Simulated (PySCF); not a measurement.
Molfile (atoms numbered from 1):
```
C4H6N2
     RDKit          3D

 12 12  0  0  0  0  0  0  0  0999 V2000
   -1.8689    0.0060    0.0085 C   0  0  0  0  0  0  0  0  0  0  0  0
   -0.4312   -0.0689   -0.0165 N   0  0  0  0  0  0  0  0  0  0  0  0
    0.4461    0.9618   -0.0766 C   0  0  0  0  0  0  0  0  0  0  0  0
    1.7104    0.4047   -0.1039 C   0  0  0  0  0  0  0  0  0  0  0  0
    1.4722   -0.9854   -0.0563 C   0  0  0  0  0  0  0  0  0  0  0  0
    0.1748   -1.2544   -0.0045 N   0  0  0  0  0  0  0  0  0  0  0  0
   -2.2127    0.6508    0.8306 H   0  0  0  0  0  0  0  0  0  0  0  0
   -2.2651    0.3931   -0.9429 H   0  0  0  0  0  0  0  0  0  0  0  0
   -2.2441   -1.0113    0.1659 H   0  0  0  0  0  0  0  0  0  0  0  0
    0.1103    1.9968   -0.0940 H   0  0  0  0  0  0  0  0  0  0  0  0
    2.6628    0.9272   -0.1481 H   0  0  0  0  0  0  0  0  0  0  0  0
    2.1957   -1.8001   -0.0551 H   0  0  0  0  0  0  0  0  0  0  0  0
  1  2  1  0
  2  3  1  0
  3  4  2  0
  4  5  1  0
  5  6  2  0
  6  2  1  0
  1  7  1  0
  1  8  1  0
  1  9  1  0
  3 10  1  0
  4 11  1  0
  5 12  1  0
M  END
```

Geometry: PBE0-D3(BJ)/def2-SVP; GIAO absolute shieldings from PySCF 2.14.0 with density-fitted response routines, gas phase, non-relativistic, averaged over equivalent atoms.

At wB97X-D/pcSseg-2 (300 basis functions, 47 s wall time on 1 thread of an Arm Neoverse V1, shared host):
```csv
atoms,σ (ppm)
C5,36.8
C3,46.7
C4,67.5
C1,143.6
N6,-93.7
N2,32.4
H12,23.88
H10,23.92
H11,24.84
H7/H8/H9,27.51
```

Estimate the result of repeating the calculation with BHandHLYP/pcSseg-2.

## Answers


```json
{"atoms": "C5", "σ at BHandHLYP/pcSseg-2": "35.4", "change": "-1.4"}
{"atoms": "C3", "σ at BHandHLYP/pcSseg-2": "45.2", "change": "-1.5"}
{"atoms": "C4", "σ at BHandHLYP/pcSseg-2": "68.7", "change": "+1.2"}
{"atoms": "C1", "σ at BHandHLYP/pcSseg-2": "144.6", "change": "+1.0"}
{"atoms": "N6", "σ at BHandHLYP/pcSseg-2": "-103.1", "change": "-9.4"}
{"atoms": "N2", "σ at BHandHLYP/pcSseg-2": "31.1", "change": "-1.3"}
{"atoms": "H12", "σ at BHandHLYP/pcSseg-2": "23.91", "change": "+0.03"}
{"atoms": "H10", "σ at BHandHLYP/pcSseg-2": "23.94", "change": "+0.02"}
{"atoms": "H11", "σ at BHandHLYP/pcSseg-2": "24.96", "change": "+0.12"}
{"atoms": "H7/H8/H9", "σ at BHandHLYP/pcSseg-2": "27.56", "change": "+0.05"}
```

The largest change is at N6 (pyridine-type nitrogen of an azole). Cost: 300 basis functions, 35 s wall time on 1 thread of an Arm Neoverse V1, shared host. The order of the carbon signals is the same at both levels.
